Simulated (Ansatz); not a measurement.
`CC/N=C\F` → `CC(=N)CF`  (isomerisation)

Isolated molecules relaxed with PBE0-D4/def2-TZVP in Ansatz; ΔE leaves out vibrations. CCSD(T)/CBS adds triple-zeta CCSD(T) − MP2 to the extrapolated MP2 energy (def2 sets, frozen cores). Each species was taken in one conformer, which may not be the lowest.

```tsv
level	ΔE (kcal/mol)
CCSD/def2-SVP	0.2
CCSD(T)/def2-SVP	0.5
```

Question: What does CCSD(T)/CBS give? (An estimate is asked.)

Answer: Computed: -1.7 kcal/mol. The listed levels differ from it by 1.9, 2.2 kcal/mol.

Question: What do rigid-rotor, harmonic-oscillator terms from PBE0-D4/def2-TZVP frequencies (298.15 K, 1 bar) make of the CCSD(T)/CBS value? (Best estimate.)

Answer: The calculation gave: ΔZPE = 0.0 kcal/mol, ΔH = -1.7 kcal/mol, ΔS = -5 J/(mol·K), ΔG = -1.4 kcal/mol. Modes under 50 cm⁻¹ make the entropy rough.

Largest T1 diagnostic among the species: 0.012.

From BLYP to BHLYP (50 % exact exchange), in def2-TZVPP and without D4, ΔE moves by −1.9 kcal/mol. Leaving LDA and LC-ωPBE aside and taking each functional with its dispersion term where it has one, the values, not all of them listed here, spread over 1.7 kcal/mol, from BHLYP-D4 to PBE-D4.

CCSD(T)/CBS has its own doubt, a few kJ/mol and more with outer-core shells, so smaller differences from it don't rank the levels.
